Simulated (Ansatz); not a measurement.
# Relaxing Ga2C

The calculation used DFT PBE, scalar-relativistic, plane waves, PAW (Ansatz). Cutoff 420 eV, Γ-centred k mesh, Gaussian smearing, no spin polarisation in the final step.

Ga2C was placed on the AlB2 structure type (P6/mmm, No. 191), with C in place of Al, Ga in place of B, at a guessed volume.

```
CELL_PARAMETERS angstrom
3.49896 0.00000 0.00000
-1.74948 3.03019 0.00000
0.00000 0.00000 3.77795
ATOMIC_POSITIONS crystal
Ga 0.33333 0.66667 0.50000
Ga 0.66667 0.33333 0.50000
C 0.00000 0.00000 0.00000
```

Steps on the 6×6×4 mesh (3 atoms). 12 of 13 steps are shown, and the free energy counts from the last. Trial steps that were taken back and renewals of the plane-wave basis can be among the rows.

```csv
step,ΔF (meV/atom),V (Å³/atom),P (GPa)
1,1163.2,13.35,45.71
2,644.1,14.42,24.01
3,333.7,15.05,11.33
4,198.3,15.21,4.36
5,155.2,14.94,3.33
6,97.2,14.92,-0.78
8,59.9,14.18,0.05
9,59.3,14.24,-0.02
10,11.9,14.24,4.10
11,3.2,14.61,1.82
12,0.8,14.97,0.10
13,0.0,14.97,0.07
```

Steps on the 6×6×6 mesh (3 atoms). 3 of 4 steps are shown, and the free energy counts from the last.

```tsv
step	ΔF (meV/atom)	V (Å³/atom)	P (GPa)
1	2.7	14.97	1.81
2	0.6	15.36	-0.05
4	0.0	15.39	-0.15
```

Steps on the 12×12×16 mesh (3 atoms). 6 of 9 steps are shown, and the free energy counts from the last.

```tsv
step	ΔF (meV/atom)	V (Å³/atom)	P (GPa)
1	11.7	15.39	-0.82
2	4.5	15.02	0.56
3	5.9	14.96	0.22
4	0.4	15.11	-0.25
5	-0.1	15.04	-0.05
9	0.0	15.04	0.00
```

A final relaxation ran on a 12×12×16 mesh. The relaxed crystal, P6/mmm (No. 191):

```cif
data_structure
_symmetry_space_group_name_H-M 'P6/mmm'
_symmetry_Int_Tables_number 191
_cell_length_a 4.3970
_cell_length_b 4.3970
_cell_length_c 2.6941
_cell_angle_alpha 90.000
_cell_angle_beta 90.000
_cell_angle_gamma 120.000
_cell_volume 45.11
loop_
_atom_site_label
_atom_site_type_symbol
_atom_site_symmetry_multiplicity
_atom_site_Wyckoff_symbol
_atom_site_fract_x
_atom_site_fract_y
_atom_site_fract_z
_atom_site_occupancy
Ga1 Ga 2 d 0.33333 0.66667 0.50000 1
C1 C 1 a 0.00000 0.00000 0.00000 1
```

| Item | Value |
| --- | --- |
| Volume per atom | 15.0 Å³ |
| Density | 5.6 g/cm³ |
| Energy over the elements | 1.72 eV/atom |
| Gap on the 12×12×16 mesh | 0 eV (a metal) |

The zero of energy is the elements' standard structures at the same level; no fitted shifts are applied.

The final run used a 12×12×16 mesh on its 3-atom cell and 0.10 eV smearing. The k mesh leaves about 4 meV/atom of noise in metals. Weakly bound directions are ill-defined at this level, which has no dispersion term.

A structure relaxed within its symmetry needn't be a true minimum.

Cost: 4 runs of about 2 core-minutes in all, on Arm Neoverse V1 (shared hosts).